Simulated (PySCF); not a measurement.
# Unknown compound

Molecular formula: CF₂O. Simulated spectra:

¹³C{¹H} NMR (computed): δ 145.1 (C, t, J = 398.0 Hz).

- couplings computed with B3LYP/pcJ-2
- geometry from PBE0-D3(BJ)/def2-TZVP
- NMR shieldings at B97-2/pcSseg-2/GIAO
- program: PySCF 2.14.0 with density-fitted response routines
- no solvent, non-relativistic Hamiltonian, fast rotation and ring inversion assumed for equivalent nuclei, one computed conformer

δ = σ(ref) − σ, references computed at the same level: TMS for ¹³C (185.38 ppm).

**Question.** Propose a structure and justify it.

**Answer.** 
- Rings plus π bonds: 1 (no ring in the answer).
- Carbon types of the structure: 1 × C.
- δC 145.1: carbonyl carbon.

Structure: carbonyl fluoride (SMILES O=C(F)F).

Common functionals overestimate the size of one-bond C–F couplings by tens of Hz; these are unscaled. Shifts are as computed. Against solution values, carbons near 30 ppm lie about +3 ppm off and those near 130 ppm about +7 ppm. Of 1211 compounds with measured shifts, 218 miss one by over three times the rms of a fit or turn the order of signals round; such compounds aren't used in these exercises.
